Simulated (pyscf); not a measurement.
PySCF, gas phase, ωB97X-D3(BJ)/def2-SVP geometries. MP2 and CC: frozen core, UHF for open shells. ΔMP2 is the change of the MP2 total energy from the triple- to the quadruple-zeta basis.

Task: PBE/def2-TZVP puts the barrier of H₂N–GaH₂ → ammonia (NH₃) + GaH [singlet] (1,1-elimination; singlet surface; Ga–N, Ga–H broken, H–N formed) at 2.38 eV and the reaction energy at +1.18 eV, from the reactant's lowest minimum found. What do B3LYP-D3(BJ)/def2-TZVP, ωB97M-D3(BJ)/def2-TZVP, CCSD(T)/def2-TZVPP + ΔMP2(QZVPP) give on the same structures?

Result: B3LYP-D3(BJ): ΔE‡ = 2.66 eV, ΔE = +1.10 eV; ωB97M-D3(BJ): ΔE‡ = 2.84 eV, ΔE = +1.15 eV; CCSD(T): ΔE‡ = 2.81 eV, ΔE = +1.30 eV. PBE's barrier lies under all of them, by 0.28 to 0.46 eV. Its reaction energy lies among theirs. Low barriers are usual for a GGA, whose delocalisation error favours stretched bonds. On the product side the descent ends in a bound adduct, 0.60 eV under the separated species and 2.19 eV under the saddle at ωB97X-D3(BJ)/def2-TZVP. At ωB97X-D3(BJ) the barrier from the zero used here is 3.00 eV. This is the saddle that the search found; another between the same sides may lie lower. The CCSD(T) − MP2 part came from Ansatz, without density fitting, on the same reference. The frozen core leaves the outer d or s,p core shells of the metals and heavy elements correlated in the MP2 and CC values, and def2-TZVPP describes them poorly, which can shift differences by a few kcal/mol. Elements up to Kr have no core potential and no relativistic terms here.
